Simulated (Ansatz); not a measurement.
# Two-coordinate energy map

Na2AlH (SMILES [Na][AlH][Na]), closed shell, PBE0-D4/def2-TZVP minimum:

```
4
angstrom
Na -2.6877 0.4871 -1.0072
Al 0.0557 0.0980 0.0033
Na 1.7666 -2.1083 0.9537
H 0.8654 1.5232 0.0502
```

Rows set the bond length Al2–H4 (Å; 1.640 at the minimum), columns the angle Na3–Al2–Na1 (°; 138.5), set in this order; the parts move rigidly, in a bend the first-named atom's side turns in the plane, and in a torsion the whole end group turns. CCSD(T) energies count from the value at that structure, in kcal/mol. Ansatz 0.2.0; basis: def2-TZVPP; cores frozen in the correlated methods. The outer core shell of Li, Na, Mg and K is correlated. The def2 sets are not built for correlating such inner shells, so the correlated values are less sure here.

```csv
Al2–H4 \ Na3–Al2–Na1,108.5,118.5,128.5,138.5,148.5,158.5,168.5
1.345,17.23,15.95,15.37,15.49,16.27,17.62,19.37
1.445,7.72,6.33,5.63,5.62,6.27,7.47,9.04
1.592,2.86,?,0.41,0.21,0.64,1.59,2.86
1.764,5.06,3.29,2.18,1.73,1.90,2.53,3.40
1.955,12.29,10.29,8.94,8.22,?,8.34,?
2.160,22.07,19.86,18.27,17.29,16.82,16.70,16.60
2.378,32.57,30.20,28.42,?,26.44,25.94,25.33
```

(1) Fill in the withheld cells. (An estimate is asked for; the value comes from the calculation.)

The T1 diagnostic stays at or below 0.017. The restricted Hartree–Fock reference is unstable towards an unrestricted one here.

## Answers

(1) The calculation gives: (1.592, 118.5): 1.29; (1.955, 148.5): 8.08; (1.955, 168.5): 8.75; (2.378, 138.5): 27.21 kcal/mol. These count from the CCSD(T) energy at the PBE0-D4 minimum.

The same grid for a cheaper method: MP2 − CCSD(T), both counted from the minimum, in kcal/mol:
| Al2–H4 \ Na3–Al2–Na1 | 108.5 | 118.5 | 128.5 | 138.5 | 148.5 | 158.5 | 168.5 |
| --- | --- | --- | --- | --- | --- | --- | --- |
| 1.345 | -0.10 | -0.19 | -0.25 | -0.28 | -0.29 | -0.26 | -0.19 |
| 1.445 | -0.04 | -0.14 | -0.20 | -0.24 | -0.25 | -0.23 | -0.17 |
| 1.592 | 0.14 | 0.04 | -0.03 | -0.08 | -0.10 | -0.08 | -0.03 |
| 1.764 | 0.52 | 0.40 | 0.31 | 0.26 | 0.23 | 0.23 | 0.27 |
| 1.955 | 1.13 | 0.98 | 0.88 | 0.81 | 0.77 | 0.75 | 0.76 |
| 2.160 | 2.02 | 1.84 | 1.70 | 1.59 | 1.52 | 1.48 | 1.46 |
| 2.378 | 3.27 | 3.01 | 2.80 | 2.64 | 2.52 | 2.42 | 2.34 |

For scale, one of the runs: CCSD(T)/def2-TZVPP, 120 basis functions, launched by `ansatz run in.yaml --threads 2 --pin off --events-out ev --progress --plain --max-ram 4352MiB`. The run took 10 s on 2 CPU threads of an Intel Xeon 6975P-C (shared host), with 0.64 GiB of host memory at its peak.
